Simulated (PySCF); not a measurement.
3-fluoropropenenitrile, C3H2FN.
SMILES: `N#C/C=C/F`

Computed, not measured: PBE0-D3(BJ)/def2-SVP geometry optimisation, gas phase in PySCF 2.14.0.

Masses are those of the commonest isotopes; rigid-rotor values at the optimised geometry. 

(1) Give the principal moments of inertia and the rotational constants in cm⁻¹.

(2) Classify the top.

(3) Is it planar, by Δ = Ic − Ia − Ib?

(4) Where do the levels up to J = 2 lie, in MHz?

(5) Predict some low-J microwave lines.

(6) Estimate the classical rotational partition function at 50 K, 100 K and 500 K.

Answers

(1) Ia = 10.41, Ib = 216.68, Ic = 227.09 u·Å²; 505379 MHz·u·Å²/I gives 48532, 2332 and 2225 MHz, that is A = 1.61887, B = 0.07780, C = 0.07423 cm⁻¹.

(2) A near-prolate asymmetric top: κ = (2 × 2332 − 48532 − 2225)/(48532 − 2225) = -1.00.

(3) Planar: Δ = Ic − Ia − Ib = 0.00 u·Å². For a rigid frame Δ = −2 Σ m c², so it vanishes when all atoms lie in the ab plane; here none is more than 0.01 Å from it.

(4) Above 0(0,0):
J = 1: 1(0,1) 4558, 1(1,1) 50758, 1(1,0) 50865
J = 2: 2(0,2) 13673, 2(1,2) 59767, 2(1,1) 60087, 2(2,1) 198688, 2(2,0) 198688
The levels of one J sum to (2J + 1)J(J + 1)(A + B + C)/3.

(5) The dipole components are |μa| = 2.87 D, |μb| = 0.17 D, |μc| = 0.00 D; the mirror of this Cs structure is the ab plane, so μc vanishes by symmetry (the 0.01 D computed is a residue) and there are no c-type lines. Intensities carry the squares of the components, which stand as 1.00 : 0.00 (a : b). Some lines, for components of 0.1 D or more:

| type | branch | J(Ka,Kc) | MHz | lower level (cm⁻¹) |
| --- | --- | --- | --- | --- |
| a | Q | 2(1,1) ← 2(1,2) | 321 | 1.994 |
| a | Q | 4(1,3) ← 4(1,4) | 1069 | 3.045 |
| a | R | 1(0,1) ← 0(0,0) | 4558 | 0.000 |
| a | R | 2(1,2) ← 1(1,1) | 9009 | 1.693 |
| a | R | 3(2,1) ← 2(2,0) | 13674 | 6.628 |
| a | R | 4(0,4) ← 3(0,3) | 18230 | 0.912 |
| a | R | 4(2,3) ← 3(2,2) | 18231 | 7.084 |
| a | R | 4(3,1) ← 3(3,0) | 18232 | 14.798 |
| a | R | 4(2,2) ← 3(2,1) | 18233 | 7.084 |
| a | R | 5(0,5) ← 4(0,4) | 22786 | 1.520 |
| a | R | 5(4,1) ← 4(4,0) | 22790 | 26.206 |
| a | R | 5(3,2) ← 4(3,1) | 22790 | 15.406 |
| b | Q | 2(1,1) ← 2(0,2) | 46414 | 0.456 |
| b | R | 3(1,3) ← 2(0,2) | 59606 | 0.456 |
| b | R | 4(1,4) ← 3(0,3) | 63951 | 0.912 |
| b | Q | 5(2,3) ← 5(1,4) | 137966 | 3.850 |
| b | Q | 2(2,0) ← 2(1,1) | 138600 | 2.004 |
| b | Q | 3(2,2) ← 3(1,3) | 139081 | 2.444 |
| b | Q | 4(2,3) ← 4(1,4) | 139296 | 3.045 |
| b | Q | 5(2,4) ← 5(1,5) | 139563 | 3.797 |
| b | R | 3(2,2) ← 2(1,1) | 152274 | 2.004 |
| b | Q | 4(3,1) ← 4(2,2) | 231265 | 7.692 |
| b | Q | 4(3,2) ← 4(2,3) | 231268 | 7.692 |
| b | R | 5(3,3) ← 4(2,2) | 254055 | 7.692 |
| b | R | 4(4,1) ← 3(3,0) | 342006 | 14.798 |
| b | Q | 5(5,0) ← 5(4,1) | 416281 | 26.966 |
| b | Q | 5(5,1) ← 5(4,2) | 416281 | 26.966 |

(6) Point group Cs, symmetry number σ = 1; q = (√π/σ)·√((kT/h)³/(ABC)), k/h = 20836.6 MHz/K: 3760 at 50 K, 10600 at 100 K, 119000 at 500 K.

No PBE0-D3(BJ)/def2-SVP frequencies stand behind this structure, so it isn't proved a minimum. Constants of a rigid frame at the computed geometry: no zero-point averaging, no centrifugal distortion. Quadrupole hyperfine structure (14N) is left out.
